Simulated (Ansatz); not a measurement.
Worked example: correlation energy of SiGeCl, quartet

Geometry: that of the SiGeCl, doublet, kept fixed. The doublet lies 1.5 eV lower here.

```yaml
atoms:
  - { symbol: Cl, position_ang: [0.0000, 0.8853, 1.3034] }
  - { symbol: Ge, position_ang: [0.0000, 0.0874, -0.9839] }
  - { symbol: Si, position_ang: [0.0000, -1.3435, 0.8994] }
```

Basis cc-pVDZ; Ansatz 0.2.0. Correlated methods freeze the noble-gas cores and the filled d shells of p-block atoms, which leaves 15 electrons in 39 orbitals. R marks a restricted (for open shells ROHF) determinant, U an unrestricted one. No spin–orbit coupling is included, and no scalar relativity.

Full CI isn't at hand for all of this; UCCSDT(Q) serves as the reference, and is uncertain by about the last step of the cluster series.

Runs differ by some tens of microhartree through their thresholds and, for an open shell, their frozen cores, so steps under 0.03 kcal/mol mean nothing.

```
    level  total energy (hartree)
      UHF            -2823.718259
     UMP2            -2823.971168
    UCCSD            -2824.007987
 UCCSD(T)            -2824.017709
   UCCSDT            -2824.019040
UCCSDT(Q)            -2824.019885
```

What is the correlation energy at UCCSDT(Q), and what share of it do UMP2 and UCCSD(T) recover?

E(corr) = -2824.019885 − (-2823.718259) = -0.301626 hartree = -8.208 eV. UMP2: -0.252909 / -0.301626 = 83.85 %. UCCSD(T): -0.299450 / -0.301626 = 99.28 %.

By how many kcal/mol does UCCSD(T) miss UCCSDT(Q) (1 hartree = 627.509 kcal/mol), and which steps make up the rest?

-2824.017709 − (-2824.019885) = 0.002176 hartree = 1.37 kcal/mol. Steps: UCCSDT − UCCSD(T) = -0.84, UCCSDT(Q) − UCCSDT = -0.53 kcal/mol. Differences between like states or geometries often cancel part of this.
